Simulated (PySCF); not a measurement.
Magnetisability: SMILES C=C[C@@H]1C[C@@H]1S, C5H8S

Geometry:
| atom | x (Å) | y (Å) | z (Å) |
| --- | --- | --- | --- |
| C1 | -1.712 | -0.168 | 0.898 |
| C2 | -1.331 | 0.913 | 0.240 |
| C3 | -0.145 | 1.040 | -0.632 |
| C4 | 0.606 | -0.153 | -1.156 |
| C5 | 1.249 | 0.724 | -0.133 |
| S6 | 1.481 | 0.121 | 1.549 |
| H7 | -1.176 | -1.101 | 0.853 |
| H8 | -2.584 | -0.159 | 1.529 |
| H9 | -1.909 | 1.824 | 0.331 |
| H10 | -0.192 | 1.901 | -1.290 |
| H11 | 0.985 | -0.123 | -2.167 |
| H12 | 0.276 | -1.131 | -0.842 |
| H13 | 2.051 | 1.385 | -0.434 |
| H14 | 2.400 | -0.792 | 1.231 |

Computed, not measured: GIAO B3LYP/pcSseg-1 magnetisability, rotational g tensor and spin-rotation constants, non-relativistic, gas phase (PySCF 2.14.0). Geometry: GFN2-xTB.

(1) How diamagnetic is it, and how anisotropic?

(2) Split it along the inertial axes a, b, c into diamagnetic and paramagnetic parts about the centre of mass, with the quadrupole moment.

(3) And the rotational g tensor?

Answers

(1) Isotropic -1227 × 10⁻³⁰ J/T², or -73.9 × 10⁻⁶ cm³/mol; principal values -1368, -1216, -1098 × 10⁻³⁰ J/T², anisotropy 234 × 10⁻³⁰ J/T² (root of half the summed squared differences of the principal values). The susceptibility is in cgs units.

(2) 
| axis | χ (10⁻⁶ cm³/mol) | diamagnetic (10⁻⁶ cm³/mol) | paramagnetic (10⁻⁶ cm³/mol) | summed x² of all electrons (Å²) | quadrupole Θ (D Å) |
| --- | --- | --- | --- | --- | --- |
| a | -72.2 | -405.2 | 333.0 | 106.0 | -1.85 |
| b | -79.0 | -568.0 | 489.0 | 67.6 | +1.06 |
| c | -70.6 | -736.3 | 665.7 | 27.9 | +0.78 |

Anisotropies 2χaa − χbb − χcc = +5.2 and 2χbb − χaa − χcc = -15.2 × 10⁻⁶ cm³/mol. Θ is traceless in Buckingham's convention.

(3) 
| axis | rotational constant (GHz) | g | nuclear part | electronic part |
| --- | --- | --- | --- | --- |
| a | 4.0232 | -0.0095 | 0.6200 | -0.6295 |
| b | 2.5239 | +0.0001 | 0.5799 | -0.5798 |
| c | 1.8606 | -0.0071 | 0.5747 | -0.5819 |

Asymmetric top; isotopes 12C, 1H, 32S; no vibrational averaging.
